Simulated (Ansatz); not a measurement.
The first iterations of a band of AlH3NO (6 atoms, charge 0, multiplicity 2).

These are results of UKS B3LYP-D4/def2-TZVP (Ansatz), not measurements.

```yaml
movable_images: 6
climbing_image: no
spring: 5.0 eV/Å²
optimiser: quadratic models (default)
start_path: through a guess of the saddle point
force_threshold: 0.05 eV/Å
iteration_limit: 60
end_points: relaxed
```

Image 0:

```xyz
6
Properties=species:S:1:pos:R:3
N -0.920 0.239 -0.772
Al 0.640 0.570 0.006
O 1.172 -0.596 1.138
H -1.484 -0.577 -0.583
H -1.362 0.829 -1.458
H 1.995 -0.529 1.624
```

Image 7:

```xyz
6
Properties=species:S:1:pos:R:3
N -0.992 0.083 -0.714
Al 0.041 -0.714 0.489
O 1.493 0.103 0.878
H -1.875 -0.266 -1.047
H -0.760 0.960 -1.158
H 2.135 -0.229 1.506
```

| iteration | highest image above the first end (eV) | largest band force component (eV/Å) |
| --- | --- | --- |
| 1 | 3.132 | 13.875 |
| 2 | 0.765 | 3.653 |
| 3 | 0.384 | 1.508 |

Q: Does the band converge within its limit, and where does its top end?

A: The forces met the threshold. It ended after 11 iterations with the highest image 0.229 eV above the first end. No image climbed, so the highest image needn't sit at the top of the path.

The run took 56 s on 2 threads of AMD EPYC 9R45 96-Core Processor (Zen 5), on a shared host, peak memory 0.25 GiB.
